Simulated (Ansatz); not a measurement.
**The sulfur atom (triplet): wave-function methods side by side, cc-pV(Q+d)Z**

Aim: climb from Hartree-Fock through coupled cluster and multireference methods for the sulfur atom (triplet) at one geometry and basis, and see what each rung misses.

The runs use Ansatz 0.2.0, Gaussian basis; cc-pV(Q+d)Z, core rule «outside noble gas», up to 5 orbitals frozen.

The runs, in order: UHF; CCSD(T) on ROHF; CCSD(T) on UHF; BCCD(T) on ROHF; CISD; CCSDT(Q) on ROHF; CCSDT(Q) on UHF; CASSCF and MRCISD+Q, 6 electrons in 4 orbitals; CASSCF and MRCISD+Q(relaxed), 6 electrons in 4 orbitals; CASSCF and NEVPT4(SD), 6 electrons in 4 orbitals; CASSCF and NEVPT2, 6 electrons in 4 orbitals.

### Step 1. The atom

A free atom, in its lowest state of this spin that the program finds.

1 atom, charge 0, spin multiplicity 3.

### Step 2. UHF

in.yaml reads:

```yaml
crystal:
  periodic: [false, false, false]
  atoms:
    - {symbol: S, position_ang: [0.000000, 0.000000, 0.000000]}
basis:
  gaussian: {orbitals: "cc-pV(Q+d)Z.json"}
magnetization: {spin_polarized: true, initial_magnetization: 2}
hamiltonian: {xc: hf}
output: {orbitals: {seedname: orbitals}}
```

On the command line:

```
$ ansatz run in.yaml --threads 1 --pin off --events-out ev --progress --plain --max-ram 2393MiB
```

The runs that follow: CCSD(T) on ROHF; CCSD(T) on UHF; BCCD(T) on ROHF; CISD; CCSDT(Q) on ROHF; CCSDT(Q) on UHF; CASSCF and MRCISD+Q, 6 electrons in 4 orbitals; CASSCF and MRCISD+Q(relaxed), 6 electrons in 4 orbitals; CASSCF and NEVPT4(SD), 6 electrons in 4 orbitals; CASSCF and NEVPT2, 6 electrons in 4 orbitals.

Q: Predict the results of all the runs planned. Wanted: UCCSDT(Q) below the RHF energy; RMP2 from UCCSDT(Q); UMP2 from UCCSDT(Q); RCCSD from UCCSDT(Q); RCCSD(T) from UCCSDT(Q); UCCSD(T) from UCCSDT(Q); RCCSDT(Q) from UCCSDT(Q); NEVPT2 valence from UCCSDT(Q); NEVPT4(SD) valence from UCCSDT(Q).

As calculated:

| quantity | value |
| --- | --- |
| UCCSDT(Q) below the RHF energy | -4.4144 eV |
| RMP2 from UCCSDT(Q) | +16.97 kcal/mol |
| UMP2 from UCCSDT(Q) | +17.95 kcal/mol |
| RCCSD from UCCSDT(Q) | +4.48 kcal/mol |
| RCCSD(T) from UCCSDT(Q) | +0.68 kcal/mol |
| UCCSD(T) from UCCSDT(Q) | +0.64 kcal/mol |
| RCCSDT(Q) from UCCSDT(Q) | +0.05 kcal/mol |
| NEVPT2 valence from UCCSDT(Q) | +23.34 kcal/mol |
| NEVPT4(SD) valence from UCCSDT(Q) | +3.30 kcal/mol |
| MRCISD+Q valence from UCCSDT(Q) | +1.11 kcal/mol |
| levels within 1 kcal/mol (43 meV) | RCCSD(T), UCCSD(T), BCCD(T), RCCSDT, UCCSDT, RCCSDT(Q) |
| T1 diagnostic | 0.016 |
| effectively unpaired electrons | 2.00 |

RCCSD(T) lands +0.68 kcal/mol from the yardstick (0.7 % of the correlation energy). One determinant dominates. Of the multireference levels listed MRCISD+Q valence comes nearest in total energy (+1.11 kcal/mol), which doesn't show that its space is the better one. These misses are within one basis, not against nature; the frozen cores of restricted and unrestricted runs differ, which can shift their rows.
